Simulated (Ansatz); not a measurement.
Reaction (ligand exchange at a P–N bond): `CNP` + `N=C=O` → `O=C=NP` + CH₃NH₂

Isolated molecules relaxed with PBE0-D4/def2-TZVP in Ansatz; ΔE leaves out vibrations. CBS: MP2 limit from def2 TZ/QZ plus the TZ coupled-cluster correction, frozen cores. This one scheme is used for every species. Functionals use def2-TZVPP. HSE06 is defined as in plane-wave codes. Each species was taken in one conformer, which may not be the lowest.

```json
{"level": "HSE06-D4", "ΔE (eV)": "-0.12"}
{"level": "BHLYP-D4", "ΔE (eV)": "-0.15"}
{"level": "PBE", "ΔE (eV)": "-0.13"}
{"level": "BHLYP", "ΔE (eV)": "-0.17"}
{"level": "MP2/def2-SVP", "ΔE (eV)": "-0.16"}
{"level": "CCSD(T)/def2-SVP", "ΔE (eV)": "-0.16"}
{"level": "HF/CBS(def2)", "ΔE (eV)": "-0.20"}
{"level": "CCSD/CBS(def2)", "ΔE (eV)": "-0.13"}
```

**Question.** What does CCSD(T)/CBS give? (Best estimate.)

**Answer.** Ansatz gave: -0.12 eV. The listed levels differ from it by 0.00, -0.03, -0.01, -0.05, -0.04, -0.04, -0.08, -0.01 eV.

Largest T1 diagnostic among the species: 0.018.

In def2-TZVPP, CCSD(T) changes the Hartree–Fock value by +0.07 eV (the triples alone add +0.01 eV) and MP2 by +0.06 eV. Leaving LDA and LC-ωPBE aside and taking each functional with its dispersion term where it has one, the values, not all of them listed here, spread over 0.05 eV, from BHLYP-D4 to revPBE-D4. LDA lies +0.06 eV from PBE without D4. At CCSD(T), def2-SVP lies −0.04 eV from the extrapolated value and def2-TZVPP −0.00 eV.
